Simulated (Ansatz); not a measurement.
`C/C=C/CCC` → `C/C=C(/C)CC`  (isomerisation)

Computed with Ansatz on PBE0-D4/def2-TZVP structures; ΔE is electronic, products minus reactants. CCSD(T)/CBS adds triple-zeta CCSD(T) − MP2 to the extrapolated MP2 energy (def2 sets, frozen cores). Double bonds are as drawn, so ΔE can hold a change between cis and trans. DFT in def2-TZVPP. One conformer a species, not always the lowest.

| level | ΔE (kJ/mol) |
| --- | --- |
| BLYP-D4 | -7.4 |
| CAM-B3LYP-D4 | -5.7 |
| r2SCANh | -5.8 |
| RPA@PBE/def2-TZVPP | -4.4 |

(1) What does CCSD(T)/CBS give? (An estimate is asked.)

Largest T1 diagnostic among the species: 0.009.

Results:

(1) Ansatz gave: -5.6 kJ/mol. The listed levels differ from it by -1.8, -0.1, -0.2, 1.2 kJ/mol.

The D4 term adds −3.6 kJ/mol with B3LYP and −2.0 kJ/mol with PBE0; it sums over pairs of atoms, weighted by their polarisabilities, and B3LYP, whose exchange is more repulsive, gets the larger term. In def2-TZVPP, CCSD(T) changes the Hartree–Fock value by −7.5 kJ/mol (the triples alone add −1.4 kJ/mol) and MP2 by −9.5 kJ/mol.

B3LYP here is the variant with VWN-RPA as its local correlation; programs differ in this.
